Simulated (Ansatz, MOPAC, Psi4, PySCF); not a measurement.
System: methyl formate, C2H4O2, net charge 0, singlet state. SMILES: COC=O
Geometry from a B3LYP-D3(BJ)/def2-TZVP (Ansatz, an electronic-structure program) optimisation:
```xyz
8

C     -0.9314    -0.0909     0.0015
O     -0.7248    -1.2718    -0.0191
O      0.0010     0.8677     0.0146
H     -1.9259     0.3745     0.0125
C      1.3667     0.4114     0.0025
H      1.9749     1.3108     0.0157
H      1.5676    -0.2028     0.8792
H      1.5619    -0.1729    -0.8956
```
Charge 0, spin multiplicity 1.

Property: size of the dipole moment, in D. Set-up: LANL2DZ all-electron up to Ne; dispersion terms only where a functional's name holds one; spin-orbit terms left out; 6-31G* and kin with 6d, 5d where marked; 6-311+G** with 5d; non-relativistic. Ab initio and DFT rows: single points at B3LYP-D3(BJ) geometries (Ansatz). Semi-empirical rows: dipoles at the shared geometry.

Measured values: NIST CCCBDB, as tabulated in the package chemicals; dipoles are vibrational averages and may belong to another conformer or a mix. 

Value to compare with, the measured value: 1.77 D.

```tsv
level	program	size of the dipole moment (D)	error
PM6	MOPAC	1.87	0.10
PBE/LANL2DZ	Ansatz	1.93	0.16
BP86/6-31G* (5d)	PySCF	1.83	0.06
B3LYP/6-31G**	Ansatz	1.84	0.07
B3LYP/cc-pVDZ	Ansatz	1.80	0.03
wB97X-D/6-311+G**	Psi4	1.95	0.18
```

6 of the 6 habitual levels lie above the measured value; their mean absolute error is 0.10 D, the median 0.09.

The levels are drawn from those run, B3LYP/6-31G* more often than the rest, none by its result; runs whose electronic state is in doubt are left out.
